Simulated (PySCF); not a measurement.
C: electron affinity

C⁻ [He] 2s2 2p3 (4S) → C [He] 2s2 2p2 (3P), as a difference of total energies. Computed with PySCF 2.14 in dyall-acv3z (15s9p4d2f, 76 functions), with no relativity, point nucleus. Correlated levels: valence: 1s2 frozen; virtual orbitals above 40 to 60 times the deepest correlated orbital energy dropped. The calculations carry no spin-orbit coupling.

```json
{"method": "UHF", "electron affinity (eV)": "0.452"}
{"method": "MP2 (valence)", "electron affinity (eV)": "1.265"}
{"method": "SCS-MP2 (valence)", "electron affinity (eV)": "0.973"}
{"method": "CCSD (valence)", "electron affinity (eV)": "1.148"}
{"method": "CCSD(T) (valence)", "electron affinity (eV)": "1.221"}
```

Errors of the correlated levels include the incompleteness of this basis and the frozen core.

Task: Which method comes closest to the reference value, and which is furthest?

Result: The reference is 1.262 eV (measured; photodetachment measurements, as compiled on the Wikipedia data page of electron affinities). Closest: MP2 (valence) (error 0.003 eV); furthest: UHF (error -0.810 eV).
